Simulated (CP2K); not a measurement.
**HF/STO-3G run of SiH2Cl2 (dichlorosilane (DCS))**

What is the vertical electron affinity of SiH2Cl2 (dichlorosilane (DCS)) at HF/STO-3G? 

Program for the calculation: CP2K 2026.2.

1 further run of the same task is left out (set aside as unsound or not needed).

### Step 1. Starting point

SiH2Cl2: 5 atoms, total charge 0, spin state singlet. As SMILES, `Cl[SiH2]Cl`. The coordinates come from a PBE0-D4/def2-TZVP relaxation.

Bond lengths: Cl1–Si2 2.040 Å, Si2–Cl3 2.040 Å, Si2–H4 1.476 Å, Si2–H5 1.476 Å. Angles: Cl1–Si2–Cl3 110.1°, Cl1–Si2–H4 108.5°, Cl1–Si2–H5 108.5°, Cl3–Si2–H4 108.5°, Cl3–Si2–H5 108.5°, H4–Si2–H5 112.7°.

### Step 2. A single-point energy at HF/STO-3G

Input file gas.inp:

```
&GLOBAL
    PROJECT gas
    RUN_TYPE ENERGY
    PRINT_LEVEL MEDIUM
&END GLOBAL

&FORCE_EVAL
    METHOD Quickstep
    &DFT
        BASIS_SET_FILE_NAME ./sto_3g.basis
        POTENTIAL_FILE_NAME POTENTIAL
        &QS
            METHOD GAPW
            EPS_DEFAULT 1.0E-10
        &END QS
        &MGRID
            CUTOFF 280
            REL_CUTOFF 50
            NGRIDS 4
        &END MGRID
        &POISSON
            PERIODIC NONE
            POISSON_SOLVER WAVELET
        &END POISSON
        &SCF
            SCF_GUESS ATOMIC
            EPS_SCF 1.0E-07
            MAX_SCF 150
            ADDED_MOS 10
            &DIAGONALIZATION
                ALGORITHM STANDARD
            &END DIAGONALIZATION
            &MIXING
                METHOD DIRECT_P_MIXING
                ALPHA 0.4
            &END MIXING
        &END SCF
        &XC
            &XC_FUNCTIONAL NONE
            &END XC_FUNCTIONAL
            &HF
                FRACTION 1
                &SCREENING
                    EPS_SCHWARZ 1.0E-10
                &END SCREENING
                &MEMORY
                    MAX_MEMORY 1050
                &END MEMORY
            &END HF
        &END XC
        &PRINT
            &MOMENTS
                PERIODIC F
                REFERENCE COM
                MAX_MOMENT 1
            &END MOMENTS
            &MO ON
                ENERGIES T
                OCCUPATION_NUMBERS T
                NDIGITS 6
                &EACH
                    QS_SCF 0
                &END EACH
                ADD_LAST NUMERIC
            &END MO
            &LOWDIN ON
            &END LOWDIN
            &HIRSHFELD OFF
            &END HIRSHFELD
            &MO_MOLDEN ON
                NDIGITS 8
            &END MO_MOLDEN
        &END PRINT
    &END DFT
    &SUBSYS
        &CELL
            ABC 12.9 12.9 12.9
            PERIODIC NONE
        &END CELL
        &COORD
            Cl    -1.036100    -0.393400     1.609300
            Si     0.136800    -0.071700    -0.028900
            Cl    -0.799200     1.196800    -1.324000
            H      0.352000    -1.362200    -0.711200
            H      1.396500     0.556600     0.413400
        &END COORD
        &TOPOLOGY
            &CENTER_COORDINATES
            &END CENTER_COORDINATES
        &END TOPOLOGY
        &KIND Cl
            BASIS_SET STO-3G
            POTENTIAL ALL
            LEBEDEV_GRID 194
            RADIAL_GRID 100
        &END KIND
        &KIND Si
            BASIS_SET STO-3G
            POTENTIAL ALL
            LEBEDEV_GRID 194
            RADIAL_GRID 100
        &END KIND
        &KIND H
            BASIS_SET STO-3G
            POTENTIAL ALL
            LEBEDEV_GRID 194
            RADIAL_GRID 100
        &END KIND
    &END SUBSYS
&END FORCE_EVAL
```

The run is started by

```
OMP_NUM_THREADS=1 cp2k.psmp gas.inp > gas.out
```

Log:

```text
CP2K| version string:                                       CP2K version 2026.2
[...]
 GLOBAL| Method name                                                        CP2K
[...]
 GLOBAL| Run type                                                         ENERGY
[...]
 *** WARNING in qs_environment.F:2210 :: More added MOs requested than     ***
 *** available. The full set of unoccupied MOs will be used. Use           ***
 *** 'ADDED_MOS -1' to always use all available MOs and to get rid of this ***
[...]
 DFT| Spin restricted Kohn-Sham (RKS) calculation                            RKS
 DFT| Multiplicity                                                             1
[...]
 DFT| Charge                                                                   0
[...]
 QS| Method:                                                                GAPW
[...]
 QS| Density cutoff [a.u.]:                                                140.0
[...]
 QS| Relative density cutoff [a.u.]:                                        25.0
[...]
                             - Atoms:                                          5
[...]
                             - Spherical basis functions:                     29
[...]
 Number of electrons:                                                         50
[...]
     1 P_Mix/Diag. 0.40E+00    5.3     1.27943938     -1195.4839616290 -1.20E+03
[...]
    15 DIIS/Diag.  0.34E-07    3.4     0.00000003     -1196.0294094358 -4.55E-13
  *** SCF run converged in    15 steps ***
[...]
  Overlap energy of the core charge distribution:               0.00000009785789
  Self energy of the core charge distribution:               -526.16620795588483
  Core Hamiltonian energy:                                   -675.76570104407438
  Hartree energy:                                             124.26832421793955
  Exchange-correlation energy:                                  0.00000000000000
  Hartree-Fock Exchange energy:                               -76.41834015371565
[...]
                     Mulliken Population Analysis
 #  Atom  Element  Kind  Atomic population                           Net charge
       1     Cl       1         17.354283                             -0.354283
       2     Si       2         13.095966                              0.904034
       3     Cl       1         17.354283                             -0.354283
       4     H        3          1.097735                             -0.097735
       5     H        3          1.097732                             -0.097732
 # Total charge                             50.000000                  0.000000
[...]
  Dipole moment [Debye]
    X=  0.2663060E+01 Y= -0.1195509E+01 Z= -0.4332455E+00  Total=      2.9510733
 ENERGY| Total FORCE_EVAL ( QS ) energy [hartree]          -1196.029409435835078
[...]
```

Run time: 53 s. Hardware: 1 thread of Intel Xeon at 2.70GHz, shared host; peak memory 0.9 GiB.

### Step 3. The doublet anion at the same level

Input file molecule.xyz:

```xyz
5

Cl    -1.036100    -0.393400     1.609300
Si     0.136800    -0.071700    -0.028900
Cl    -0.799200     1.196800    -1.324000
H      0.352000    -1.362200    -0.711200
H      1.396500     0.556600     0.413400
```

Input file molecule.inp:

```
&FORCE_EVAL
  METHOD QUICKSTEP
  &DFT
    BASIS_SET_FILE_NAME ./sto_3g.basis
    POTENTIAL_FILE_NAME POTENTIAL
    CHARGE -1
    MULTIPLICITY 2
    UNRESTRICTED_KOHN_SHAM T
    # Quickstep
    &QS
      METHOD GAPW
      EPS_DEFAULT 1.0E-10
    &END QS
    # real-space grids
    &MGRID
      CUTOFF 280
      REL_CUTOFF 50
      NGRIDS 4
    &END MGRID
    &POISSON
      PERIODIC NONE
      POISSON_SOLVER WAVELET
    &END POISSON
    &SCF
      SCF_GUESS ATOMIC
      EPS_SCF 1.0E-06
      MAX_SCF 40
      &OT
        MINIMIZER DIIS
        PRECONDITIONER FULL_ALL
      &END OT
      &OUTER_SCF
        EPS_SCF 1.0E-06
        MAX_SCF 10
      &END OUTER_SCF
    &END SCF
    &XC
      &XC_FUNCTIONAL NONE
      &END XC_FUNCTIONAL
      &HF
        FRACTION 1
        &SCREENING
          EPS_SCHWARZ 1.0E-10
        &END SCREENING
        &MEMORY
          MAX_MEMORY 1050
        &END MEMORY
      &END HF
    &END XC
    # extra output
    &PRINT
      &MOMENTS
        PERIODIC F
        REFERENCE COM
        MAX_MOMENT 1
      &END MOMENTS
      &MO_CUBES
        NLUMO 5
        NHOMO -1
        WRITE_CUBE F
      &END MO_CUBES
      &LOWDIN ON
      &END LOWDIN
      &HIRSHFELD OFF
      &END HIRSHFELD
      &MO_MOLDEN ON
        NDIGITS 8
        NLUMO 5
      &END MO_MOLDEN
    &END PRINT
  &END DFT
  # structure
  &SUBSYS
    # box in angstrom
    &CELL
      ABC 12.9 12.9 12.9
      PERIODIC NONE
    &END CELL
    &TOPOLOGY
      COORD_FILE_NAME molecule.xyz
      COORD_FILE_FORMAT XYZ
      &CENTER_COORDINATES
      &END CENTER_COORDINATES
    &END TOPOLOGY
    &KIND Cl
      BASIS_SET STO-3G
      POTENTIAL ALL
      LEBEDEV_GRID 194
      RADIAL_GRID 100
    &END KIND
    &KIND Si
      BASIS_SET STO-3G
      POTENTIAL ALL
      LEBEDEV_GRID 194
      RADIAL_GRID 100
    &END KIND
    &KIND H
      BASIS_SET STO-3G
      POTENTIAL ALL
      LEBEDEV_GRID 194
      RADIAL_GRID 100
    &END KIND
  &END SUBSYS
&END FORCE_EVAL
&GLOBAL
  PROJECT_NAME molecule
  RUN_TYPE ENERGY
  PRINT_LEVEL MEDIUM
&END GLOBAL
```

The run is started by

```
OMP_NUM_THREADS=1 cp2k.psmp -i molecule.inp -o molecule.out
```

Log:

```text
CP2K| version string:                                       CP2K version 2026.2
[...]
 GLOBAL| Method name                                                        CP2K
[...]
 GLOBAL| Run type                                                         ENERGY
[...]
 DFT| Spin unrestricted (spin-polarized) Kohn-Sham calculation               UKS
 DFT| Multiplicity                                                             2
[...]
 DFT| Charge                                                                  -1
[...]
 QS| Method:                                                                GAPW
[...]
 QS| Density cutoff [a.u.]:                                                140.0
[...]
 QS| Relative density cutoff [a.u.]:                                        25.0
[...]
                             - Atoms:                                          5
[...]
                             - Spherical basis functions:                     29
[...]
 Number of electrons:                                                         26
[...]
     1 OT DIIS     0.15E+00    5.7     0.21947427     -1182.5582103584 -1.18E+03
[...]
    15 OT DIIS     0.15E+00    4.2     0.00000080     -1195.7546518748 -8.34E-10
  *** SCF run converged in    15 steps ***
[...]
  Overlap energy of the core charge distribution:               0.00000009785789
  Self energy of the core charge distribution:               -526.16620795588483
  Core Hamiltonian energy:                                   -674.31865570894422
  Hartree energy:                                             123.14008479770301
  Exchange-correlation energy:                                  0.00000000000000
  Hartree-Fock Exchange energy:                               -77.00936370368078
[...]
                     Mulliken Population Analysis
 #  Atom  Element  Kind  Atomic population (alpha,beta) Net charge  Spin moment
       1     Cl       1         8.888129     8.716896    -0.605024     0.171233
       2     Si       2         6.971089     6.354675     0.674236     0.616415
       3     Cl       1         8.887961     8.716945    -0.604906     0.171016
       4     H        3         0.626409     0.605741    -0.232151     0.020668
       5     H        3         0.626412     0.605743    -0.232154     0.020669
 # Total charge and spin       26.000000    25.000000    -1.000000     1.000000
[...]
  Dipole moment [Debye]
    X=  0.2034610E+01 Y= -0.9126090E+00 Z= -0.3325051E+00  Total=      2.2545629
[...]
 HOMO - LUMO gap [eV] :   20.719664
 ENERGY| Total FORCE_EVAL ( QS ) energy [hartree]          -1195.754651874789033
[...]
```

It took 3.8 min on 1 thread of Intel Xeon at 2.70GHz, shared host; peak memory 0.95 GiB.

### Step 4. Results

At HF/STO-3G:

```
                                         quantity           value
                    singlet SiH2Cl2: total energy  -1196.02941 Eh
                   singlet SiH2Cl2: dipole moment          2.95 D
                     singlet SiH2Cl2: HOMO energy       -10.70 eV
                     singlet SiH2Cl2: LUMO energy         7.97 eV
                   singlet SiH2Cl2: HOMO–LUMO gap        18.67 eV
                      doublet anion: total energy  -1195.75465 Eh
doublet anion: HOMO energy (highest over α and β)         7.01 eV
 doublet anion: LUMO energy (lowest over α and β)        17.22 eV
                              doublet anion: ⟨S²⟩           0.754
vertical electron affinity (to the doublet anion)       -7.477 eV
```

The anion lies 7.48 eV (172 kcal/mol) above the neutral: the electron isn't bound at this level, and such a value depends on the basis. Without diffuse functions anions come out too high. Hartree–Fock misses the correlation that binds many anions. In a minimal basis such a difference can be off by several eV, whatever the method. The HOMO (doublet anion) lies at positive energy, 7.01 eV: the electron is unbound at this level or held by a compact basis; values depend on the basis.
